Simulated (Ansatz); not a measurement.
A made-up structure of CH5AlMg, closed shell:

```
8
angstrom
C -1.0339 1.0010 -0.5320
Al 0.7144 0.1766 -0.1649
Mg 1.1218 -2.1539 1.2334
H -1.0574 2.0203 -0.1283
H -1.8895 0.4575 -0.1264
H -1.1781 1.1004 -1.6146
H 0.4977 -2.3212 2.8274
H 1.3760 -3.6111 2.1077
```

It is relaxed with PBE-D4/def2-SVP and then PBE0-D4/def2-TZVP (Ansatz 0.2.0). Atoms count as bonded within 1.22 times the sum of their covalent radii (H–H: 0.88 Å). The end point is not checked to be a true minimum.

(1) Does its bonding change? (Judge from chemistry; the calculation decides.)

Results:

(1) Computed: Yes. Formed: Al2–H7; broken: none.

Where it ends: The first stage lowers the energy by 2.46 eV in 18 steps. It ends as CH₅AlMg ([CH3][Al]1[H][MgH]1):
C1  (-1.020, 0.903, -0.333)
Al2  (0.196, -0.627, -0.136)
Mg3  (1.268, -2.481, 1.279)
H4  (-0.740, 1.700, 0.363)
H5  (-2.044, 0.607, -0.081)
H6  (-1.020, 1.314, -1.344)
H7  (-0.054, -1.047, 1.621)
H8  (1.965, -3.700, 2.234)
(Å)

Labels in which every atom is bracketed show which atoms are joined, not bond orders.

For scale, one of the runs: PBE0-D4/def2-TZVP relaxation, 130 basis functions, launched by `ansatz run in.yaml --threads 2 --pin off --events-out ev --progress --plain --max-ram 4352MiB`. Hardware: 2 CPU threads of an Arm Neoverse V1, shared host. Wall time about 21 s.
